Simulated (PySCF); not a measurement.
EPR parameters of C5H6N

C5H6N (doublet state).
Z-matrix (Å and degrees, GFN2-xTB geometry), rows numbered from 1:
```
C 
C   1  1.3387
C   2  1.4291  1  123.78
C   3  1.3299  2  123.51  1  -175.81
N   4  1.1986  3  172.34  2  -102.47
C   5  1.2881  4  161.73  3   165.15
H   1  1.0770  2  121.58  3    -0.22
H   1  1.0752  2  121.68  3  -179.81
H   2  1.0825  1  119.83  3  -179.28
H   3  1.0826  2  117.85  1     0.59
H   6  1.0742  5  118.45  4   157.75
H   6  1.0764  5  120.93  4   -27.74
```

The hyperfine couplings belong to this conformer and change with its torsions.

Identity: `C=C/C=[C]/N=C` [radical].

Level of theory: UKS B3LYP, pcH-1 on C H N, non-relativistic, mean-field spin-orbit, GIAO in PySCF. Geometry: GFN2-xTB, one conformer, isolated molecule. Couplings are sensitive to structure, and on GFN2-xTB geometries they can be far from those on DFT ones. The frame is twisted about the N5–C6 bond at this geometry (dihedral C4–N5–C6–H12 = -28°); couplings at other torsion angles weren't computed. No stability test was run, so a lower SCF solution isn't excluded.

| Property | Result |
| --- | --- |
| g1, g2, g3 | 2.00226, 2.00276, 2.00294 |
| g_iso | 2.00266 |
| Form of g | rhombic: the two nearest values differ by 27 % of g3 − g1 |
| ⟨S²⟩ | 0.7666 (exact 0.7500) |
| α and β electrons | 22, 21 |
| HOMO–LUMO gap, α and β orbitals | 4.15, 3.28 eV |

Hyperfine couplings atom by atom, in 10⁻⁴ cm⁻¹; T1 to T3 are the principal values of the dipolar part; ρ(0) is the spin density at the nucleus (1 × 10⁻⁴ cm⁻¹ = 2.998 MHz):

| atom | isotope | a_iso | T1 | T2 | T3 | Mulliken spin population | ρ(0) (bohr⁻³) |
| --- | --- | --- | --- | --- | --- | --- | --- |
| C1 | 13C | 5.5 | -5.1 | -4.9 | 10.1 | 0.20 | 0.0146 |
| C2 | 13C | 0.3 | -4.3 | 1.3 | 3.0 | -0.09 | 0.0009 |
| C3 | 13C | 3.3 | -6.5 | -6.1 | 12.5 | 0.22 | 0.0089 |
| C4 | 13C | 1.3 | -9.9 | -3.8 | 13.7 | 0.12 | 0.0036 |
| N5 | 14N | -1.4 | -3.8 | -0.5 | 4.3 | 0.00 | -0.0129 |
| C6 | 13C | 14.6 | -16.2 | -15.9 | 32.1 | 0.60 | 0.0389 |
| H7 | 1H | -4.0 | -1.9 | -0.3 | 2.2 | -0.01 | -0.0027 |
| H8 | 1H | -4.2 | -2.5 | -0.1 | 2.6 | -0.01 | -0.0028 |
| H9 | 1H | 1.3 | -1.0 | -0.5 | 1.5 | 0.00 | 0.0009 |
| H10 | 1H | 7.1 | -2.6 | -0.9 | 3.5 | 0.01 | 0.0048 |
| H11 | 1H | -8.1 | -7.6 | -0.5 | 8.1 | -0.02 | -0.0054 |
| H12 | 1H | -9.5 | -7.5 | -0.3 | 7.8 | -0.02 | -0.0064 |

The Mulliken spin populations are largest on C6 (+0.60), C3 (+0.22), C1 (+0.20) and C4 (+0.12). Three atoms exceed +0.15. The angles at C6 add up to 359.8°, so it is planar.

C4, the radical centre as drawn in `C=C/C=[C]/N=C`, holds a spin population of +0.12 out of 1.

Axes: g2 points within 12° of the C3–H10 bond.

Under fast tumbling the dipolar parts average out, and these isotropic splittings remain (the largest six): 1 × 1H (H12, I = 1/2, 2 lines) with 1.02 mT, 1 × 1H (H11, I = 1/2, 2 lines) with 0.86 mT, 1 × 1H (H10, I = 1/2, 2 lines) with 0.76 mT, 1 × 1H (H8, I = 1/2, 2 lines) with 0.44 mT, 1 × 1H (H7, I = 1/2, 2 lines) with 0.43 mT and 1 × 14N (N5, I = 1, 3 lines) with 0.15 mT.

The 13C coupling of C6 (43.8 MHz) shows only in satellite lines or after enrichment, since that isotope makes up about 1.07 % of natural carbon.

The spin density at the nucleus, in bohr⁻³, is negative for N5 (-0.0129), H12 (-0.0064) and H11 (-0.0054), for instance. A restricted open-shell determinant has no negative spin density anywhere; here it arises because α and β orbitals differ (spin polarisation).
